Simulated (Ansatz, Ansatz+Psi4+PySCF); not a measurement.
```yaml
atoms:
  - { symbol: N, position_ang: [0.0402, -0.0214, -0.5954] }
  - { symbol: N, position_ang: [0.0352, 0.0049, 0.6510] }
  - { symbol: H, position_ang: [-0.0212, 0.9840, -0.8704] }
  - { symbol: H, position_ang: [0.0364, -0.9629, 0.9042] }
```

Basis set: cc-pVTZ (spherical functions). Left uncorrelated: 2 orbitals. Charge 0, multiplicity 1.

Computed with Ansatz (development build ahead of 0.2.0); each method stands on the lowest determinant of its kind that the runs found. Restricted open shells among the atoms or ions are ROHF, correlated in semicanonical orbitals with singles.

(1) Give the atomization energy at this shape (free ground-state atoms in the same class of orbitals less the molecule, no zero-point energy) of singlet N₂H₂ by RHF-MP2, RHF.

## Answers

(1)

| method | atomization energy |
| --- | --- |
| RHF-MP2 | 12.34 eV |
| RHF | 6.60 eV |
